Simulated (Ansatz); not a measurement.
CH3NSi (`N#C[SiH3]`). Charge 0, multiplicity 1. All single points use the PBE0-D4/def2-TZVP geometry.

```xyz
6

N    -1.455   -0.193    1.917
C    -0.762   -0.102    1.002
Si    0.353    0.047   -0.465
H     1.522   -0.827   -0.226
H     0.755    1.466   -0.575
H    -0.413   -0.390   -1.652
```

Task: What is the dipole moment at ωB97M-V/def2-TZVPP? (Estimate.)

Result: Computed: 3.49 D, with components (2.10, 0.28, -2.77) D in this frame, pointing from negative to positive charge.

Task: And with PBE, r2SCAN, B3LYP? (Best estimate.)

Result: The calculation gave: PBE 3.40 D, r2SCAN 3.46 D, B3LYP 3.50 D.

Task: Give the Mulliken charges with ωB97M-V, r2SCAN, B3LYP in def2-TZVPP. (An estimate is asked.)

Result: Ansatz gave: 
```json
{"atom": "N1", "ωB97M-V": "-0.03", "r2SCAN": "-0.07", "B3LYP": "-0.01"}
{"atom": "C2", "ωB97M-V": "-0.21", "r2SCAN": "-0.20", "B3LYP": "-0.23"}
{"atom": "Si3", "ωB97M-V": "0.22", "r2SCAN": "0.37", "B3LYP": "0.33"}
{"atom": "H4", "ωB97M-V": "0.01", "r2SCAN": "-0.04", "B3LYP": "-0.03"}
{"atom": "H5", "ωB97M-V": "0.01", "r2SCAN": "-0.04", "B3LYP": "-0.03"}
{"atom": "H6", "ωB97M-V": "0.01", "r2SCAN": "-0.04", "B3LYP": "-0.03"}
```

B3LYP here is the variant with VWN-RPA as its local correlation; programs differ in this.
